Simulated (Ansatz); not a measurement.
# An elementary step

Start structure (C2H5Si, doublet), relaxed at PBE0-D4/def2-TZVP:

H1  (0.726, 0.988, -1.208)
C2  (0.034, 0.287, -0.724)
C3  (-0.955, -0.217, -1.405)
Si4  (0.326, -0.140, 1.072)
H5  (-1.373, -0.174, -2.402)
H6  (0.277, 1.095, 1.899)
H7  (-0.710, -1.095, 1.534)
H8  (1.676, -0.744, 1.234)
(Å)

The step: C₂H₅Si ([CH][CH][SiH3]) → C₂H₄Si (C#C[SiH3]) + H; bonds broken: H1–C2. Program: Ansatz 0.2.0. Basis: def2-TZVPP and def2-QZVPP. Cores are frozen in the correlated methods; orbitals are unrestricted. Extrapolation: Hartree–Fock as exp(−7.88 √X), correlation as X^−2.97. Energies below are by CCSD(T) at an estimated basis limit (MP2 extrapolated from triple and quadruple zeta, plus CCSD(T) − MP2 in triple zeta).

(1) What are the electronic barrier and the energy of the step, from the start structure to the end structure? (To be estimated.)

T1 diagnostic: at most 0.034. ⟨S²⟩ of the unrestricted Hartree–Fock references: 0.75 to 0.92 (a pure state has 0.75). The unrestricted reference is spin-contaminated, which hurts MP2 most.

Results:

(1) By the calculation: Barrier 154.7 kJ/mol; step energy 138.4 kJ/mol (uphill); reverse barrier, their difference, 16.3 kJ/mol. Barrier and step energy count from the start structure, the reverse barrier from the end structure.

The saddle point: One imaginary mode of 579i cm⁻¹.
| pair | start (Å) | saddle (Å) | end (Å) |
| --- | --- | --- | --- |
| H1–C2 | 1.10 | 2.00 | 3.41 |

Zero-point energy (harmonic, PBE0-D4): ZPE is 138.2 kJ/mol at the start and 117.1 kJ/mol at the saddle, so the barrier goes from 154.7 to 133.6 kJ/mol.

First-order rate constant out of the start structure at 698 K by transition-state theory, with harmonic vibrational free energies alone and no tunnelling: ΔA‡ = 129.9 kJ/mol, so k = (kB T/h) exp(−ΔA‡/kB T) ≈ 10^3 s⁻¹ (an order of magnitude at best: rotation, the number of equivalent paths and anharmonicity are left out).

Labels in which every atom is bracketed show which atoms are joined, not bond orders.

For scale, one of the runs: CCSD(T)/def2-TZVPP, 174 basis functions (an equivalent command: `ansatz run in.yaml --threads 2`). Time: 86 s of wall clock on 2 CPU threads; the host was shared. Peak host memory: 3.6 GiB.
